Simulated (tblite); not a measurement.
Compound: C4H8N (doublet state).
SMILES with atom numbers: `[CH2:1]=[C:2][C@@H:3]([CH3:4])[NH2:5]` (hydrogens: H6, H7 on C1; H8 on C3; H9, H10, H11 on C4; H12, H13 on N5)

Structure used (GFN2-xTB), in Å, numbered top down from 1:
```
atom  x, y, z in Å
C1     1.9538   -0.3599   -0.7386
C2     1.1047    0.2268    0.0442
C3    -0.2343    0.0599    0.6249
C4    -1.1471    1.2168    0.2140
N5    -0.8655   -1.2042    0.2328
H6     2.9073    0.0946   -0.9700
H7     1.8099   -1.3315   -1.2202
H8    -0.1492    0.0423    1.7194
H9    -0.7525    2.1574    0.5877
H10   -1.2136    1.2726   -0.8705
H11   -2.1420    1.0566    0.6196
H12   -0.2940   -1.9933    0.5140
H13   -0.9820   -1.2377   -0.7750
```

Computed with GFN2-xTB (tblite): harmonic, unscaled wavenumbers at the GFN2-xTB geometry, gas phase. Errors from tens to a few hundred cm⁻¹ against measured bands are possible. One conformer, not necessarily the lowest. Open shells enter through the occupations alone, without spin polarisation, and single modes of such species can be off by tens of per cent.

Harmonic wavenumbers (cm⁻¹): 81.1, 182.3, 204.0, 298.7, 309.5, 377.4, 474.6, 570.4, 835.4, 862.5, 897.3, 942.3, 975.9, 983.1, 1075.8, 1114.2, 1183.4, 1272.2, 1301.9, 1389.2, 1395.5, 1484.4, 1491.4, 1549.8, 1789.7, 2835.8, 2895.4, 3032.8, 3034.1, 3050.3, 3051.2, 3386.5, 3422.4.

A = 8111, B = 3904, C = 2960 MHz; mass 70.066 u (most abundant isotopes); point group C1, symmetry number 1; spin multiplicity 2.

Q: What is the zero-point energy?

A: ½Σν̃ = 23875 cm⁻¹ = 68.26 kcal/mol.

Q: What is S at 200 K and 1 bar for an ideal gas of classical rigid rotors and harmonic oscillators?

A: Translation 36.70, rotation 24.45, vibration 8.78, spin (R ln 2) 1.38: S = 71.3 cal/(mol K).

Q: And Cp and H(200 K) − H(0)?

A: Cp = 19.40 cal/(mol K), of which vibrations give 11.46 (their classical limit is 33 R = 65.6); H(200 K) − H(0) = 2.65 kcal/mol without the zero-point energy, 1.06 from vibrations.

Q: Which modes carry the vibrational entropy at 200 K?

A: 81.1 cm⁻¹: 3.09; 182.3 cm⁻¹: 1.58; 204.0 cm⁻¹: 1.39; 298.7 cm⁻¹: 0.81; 309.5 cm⁻¹: 0.76; 377.4 cm⁻¹: 0.52 cal/(mol K); the other 27 give 0.62 together.

Q: Blend soft modes into free rotors: weight 1/[1 + (100 cm⁻¹/ν̃)⁴] for the oscillator and the rest for a rotor with moment μB/(μ + B), μ = h/(8π²ν), B = 10⁻⁴⁴ kg m². What vibrational entropy results?

A: 8.55 cal/(mol K) in place of 8.78, which changes −T·S at 200 K by +0.05 kcal/mol.

Q: What must be added to the electronic energy to get the Gibbs energy at 200 K and 1 bar?

A: ZPE + [H(200 K) − H(0)] − T·S = 68.26 + 2.65 − 14.26 = 56.65 kcal/mol.

Q: How do the functions run with temperature in this model?

A: 
```tsv
T (K)	S (cal/(mol K))	Cp (cal/(mol K))	H − H(0) (kcal/mol)	G − H(0) (kcal/mol)	ln q(vib)
100	60.2	13.3	1.00	-5.01	0.53
300	80.3	25.4	4.88	-19.21	3.13
500	96.1	36.8	11.15	-36.88	5.99
800	116.1	48.4	24.07	-68.80	10.27
1000	127.5	53.6	34.30	-93.18	12.99
```

q(vib) and H(0) count from the zero-point level.

Hindered rotation and anharmonicity are outside this model. Other conformers, if any are populated, would add a mixing term that is left out. The structure is chiral; the term R ln 2 for an equal mix with its mirror image is left out.
